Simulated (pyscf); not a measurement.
A first-order saddle from PySCF, ωB97X-D3(BJ)/def2-SVP:

```xyz
7

O     -0.7393     0.0571     1.8606
Si    -1.2146     0.1972     0.4218
Cl    -1.1077    -1.7962    -0.8648
Cl    -2.9863     0.9159    -0.2439
O     -0.0667     0.6187    -0.8185
H     -0.2524    -0.6899    -1.2381
H      0.7987     0.8694    -0.4578
```

Surface: singlet, charge 0. Lowest wavenumbers (cm⁻¹): 803i, 143, 199, 242, 277.

**Question.** What reaction is this the transition state of?

**Answer.** O=Si(Cl)–Cl (SMILES O=[Si](Cl)Cl) + H₂O (SMILES O) ⇌ O=Si(OH)–Cl (SMILES O=[Si](O)Cl) + HCl (SMILES Cl), a four-centre exchange read from left to right: Cl–Si, H–O broken and O–Si, Cl–H formed. At CCSD(T)/def2-TZVPP + ΔMP2(QZVPP) it lies +1.0 kcal/mol from the left side and +7.0 kcal/mol from the right (each side as separated species at their lowest minima found). On the reactant side the descent ends in an adduct with a O–Si contact, 25.5 kcal/mol under the separated species and 24.5 kcal/mol under the saddle at ωB97X-D3(BJ)/def2-TZVP. On the product side the descent ends in a complex, 6.0 kcal/mol under the separated species and 9.8 kcal/mol under the saddle at ωB97X-D3(BJ)/def2-TZVP. What is counted as formed (O–Si) is already present as a longer contact in the reactant adduct; forming that adduct is a step of its own. At ωB97X-D3(BJ) the barrier from the zero used here is -1.1 kcal/mol. This is the saddle that the search found; another between the same sides may lie lower. The CCSD(T) − MP2 part came from Ansatz, without density fitting, on the same reference.
